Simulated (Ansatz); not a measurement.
System: black phosphorus. Method: HSE06-D3(BJ) (plane waves, PAW; Ansatz, a first-principles code).

Numerical settings: plane-wave cutoff 520 eV, 8×8×6 k mesh (along the axes of the cell as run), Fermi–Dirac smearing 0.01 eV, scalar-relativistic PAW data made under PBE.

Starting structure:

```yaml
crystal:
  lattice:
    - [1.65500, -5.24000, 0.00000]
    - [1.65500, 5.24000, 0.00000]
    - [0.00000, 0.00000, 4.38000]
  atoms:
    - { symbol: P, position: [0.10170, 0.89830, 0.91940] }
    - { symbol: P, position: [0.39830, 0.60170, 0.41940] }
    - { symbol: P, position: [0.60170, 0.39830, 0.58060] }
    - { symbol: P, position: [0.89830, 0.10170, 0.08060] }
```

Question: Into what structure does the relaxation of cell and atoms lead at this level, with the symmetry of the start kept?

Answer: The volume decreases by 7.8 %; final space group Cmce.
```yaml
crystal:
  lattice:
    - [1.64685, -5.06209, 0.00000]
    - [1.64685, 5.06209, 0.00000]
    - [0.00000, 0.00000, 4.20132]
  atoms:
    - { symbol: P, position: [0.10508, 0.89492, 0.92398] }
    - { symbol: P, position: [0.39492, 0.60508, 0.42398] }
    - { symbol: P, position: [0.60508, 0.39492, 0.57602] }
    - { symbol: P, position: [0.89492, 0.10508, 0.07602] }
```
